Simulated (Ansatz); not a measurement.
Where PBE holds and where it fails for fcc Au

Programs: Ansatz (an electronic-structure program).

### Question
For which of these properties of fcc Au does PBE miss the measurement, in which direction and by how much: lattice constant a, bulk modulus, elastic constant C11, elastic constant C44?

### Answer
PBE is well off the measurement for the lattice constant a (+2.36 %, at least halved by LDA); bulk modulus (-24 %, at least halved by LDA); elastic constant C11 (-22 %, at least halved by LDA); elastic constant C44 (-33 %, at least halved by LDA).

```json
[
 {"property": "equilibrium lattice constant a (Å)", "PBE": "4.158", "LDA": "4.047", "HSE06": "4.126", "reference": "4.062", "PBE less reference": "+2.36 %"},
 {"property": "bulk modulus (GPa)", "PBE": "139", "LDA": "194", "HSE06": "146", "reference": "182", "PBE less reference": "-24 %"},
 {"property": "cohesive energy (eV/atom)", "PBE": "3.05", "LDA": "4.33", "HSE06": "2.92", "reference": "3.83", "PBE less reference": "not scored"},
 {"property": "elastic constant C11 (GPa)", "PBE": "157", "LDA": "216", "HSE06": "160", "reference": "202", "PBE less reference": "-22 %"},
 {"property": "elastic constant C44 (GPa)", "PBE": "30.3", "LDA": "40.9", "HSE06": "32.4", "reference": "45.4", "PBE less reference": "-33 %"},
 {"property": "Voigt–Reuss–Hill shear modulus (GPa)", "PBE": "21.5", "LDA": "28.1", "HSE06": "20.5", "reference": "–", "PBE less reference": "–"}
]
```

Where no measured value is used, PBE differs from HSE06 by +4.9 % in the Voigt–Reuss–Hill shear modulus.

Low-temperature values still hold zero-point motion unless their source removed it.

Called well off clearly beyond 0.50 % for the lattice constant a, 10.0 % for the bulk modulus, 10.0 % for the elastic constant C11, 10.0 % for the elastic constant C44 (bounds picked here from the quality of each reference).

Not scored: cohesive energy (spin–orbit coupling left out).

The references are measured values: lattice constant a corrected to a static lattice, bulk modulus corrected to a static lattice, cohesive energy corrected to a static lattice, elastic constant C11 low temperature, elastic constant C44 low temperature.

Unless a row names a cell, each level is at its own relaxed cell.

Caveats: hybrids on metals are sensitive to the k mesh (HSE06). Ansatz's density-functional and Hartree–Fock values are scalar-relativistic unless marked +SOC, with PAW data made under PBE.

References as tabulated in Mejia-Rodriguez and Trickey (2018), arXiv:1807.09216; Malica and Corso (2021), arXiv:2109.00459.
